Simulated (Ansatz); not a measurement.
# Relative stability

Two relaxed structures of C2H6Al (charge -1), singlet (PBE0-D4/def2-TZVPD; forces vanish, vibrations not checked).

A:

C1  (-1.003, 0.918, -1.338)
Al2  (0.162, 0.672, 0.061)
C3  (0.593, -1.101, 0.898)
H4  (-1.556, 0.111, -1.828)
H5  (-1.229, 1.889, -1.785)
H6  (0.986, 1.883, 0.788)
H7  (0.043, -1.916, 0.414)
H8  (1.663, -1.336, 0.825)
H9  (0.341, -1.120, 1.966)
(Å)

B:

```tsv
atom	x (Å)	y (Å)	z (Å)
C1	0.2014	0.4235	0.1533
Al2	-0.9436	0.7814	-1.2435
C3	0.5340	-0.8990	0.7903
H4	-1.8001	-0.3708	-2.0190
H5	-1.2006	2.2798	-1.8261
H6	0.7353	1.2631	0.6137
H7	-0.0106	-1.7254	0.3153
H8	1.6055	-1.1649	0.7282
H9	0.2848	-0.9488	1.8664
```

Program: Ansatz 0.2.0. Basis: def2-TZVPPD. Cores are frozen in the correlated methods. B3LYP uses VWN-RPA correlation.

Task: Which structure is lower at CCSD(T), and by how much? (Judge from chemistry; the value comes from the calculation.)

Result: Computed: A, by 11.09 kcal/mol (electronic energy, against the other). By their contacts, A is C₂H₆Al ([CH2][AlH][CH3]), total charge -1 and B is C₂H₆Al ([CH3][CH][AlH2]), total charge -1.

All methods give the same order:

| method | E(B) − E(A) (kcal/mol) |
| --- | --- |
| PBE-D4 | 9.94 |
| r2SCAN-D4 | 11.17 |
| PBE0-D4 | 10.29 |
| B3LYP-D4 | 10.72 |
| wB97M-V | 11.89 |
| HF | 11.13 |
| MP2 | 11.58 |
| CCSD | 11.27 |
| CCSD(T) | 11.09 |

No T1 diagnostic of these runs exceeds 0.014. The restricted Hartree–Fock reference is unstable towards an unrestricted one at one or more of these structures.

Labels in which every atom is bracketed show which atoms are joined, not bond orders.

For scale, one of the runs: CCSD(T)/def2-TZVPPD, 224 basis functions, launched by `ansatz run in.yaml --threads 2 --pin off --events-out ev --progress --plain --max-ram 4352MiB`. Hardware: 2 CPU threads of an Arm Neoverse V2, shared host. Wall time 58 s; peak host memory 3.5 GiB.
